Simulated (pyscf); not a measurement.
Structures and frequencies: ωB97X-D3(BJ)/def2-SVP in PySCF.

SMILES: C=C(C)CO
```xyz
13

C      0.6864     0.7933    -0.5858
C     -0.4306     0.3895     0.0260
C     -1.3607    -0.6498    -0.5437
C     -0.8583     0.9723     1.3577
O      0.0965     1.7945     1.9768
H      1.3153     1.5712    -0.1442
H      0.9922     0.3723    -1.5485
H     -1.0250    -0.9937    -1.5325
H     -2.3824    -0.2457    -0.6480
H     -1.4301    -1.5258     0.1238
H     -1.7572     1.5941     1.2006
H     -1.1764     0.1399     2.0208
H      0.8830     1.2574     2.1300
```

How much does it cost (ΔH, 298 K, ωB97M-D3(BJ)/def2-TZVP) to split H₂C=C(CH₃)–CH₂–OH (SMILES C=C(C)CO) at its C–O bond into •H₂C–C(=CH₂)–CH₃ + OH•?

C–O to •H₂C–C(=CH₂)–CH₃ + OH•: 80.0 kcal/mol. The 7 functionals that were run give +73.1 (r²SCAN) to +83.4 kcal/mol (M06-2X). The radicals are drawn with the spin at the cut bond; how far it spreads was not checked. H₂C=C(CH₃)–CH₂–OH lies 18.5 kcal/mol over its isomer H₃C–CH₂–C(CH₃)=O, and others may lie lower still (electronic energy, ωB97M-D3(BJ)). Other isomers of •H₂C–C(=CH₂)–CH₃ were not searched in full and may lie lower. Left out: the spin-orbit lowering of OH.
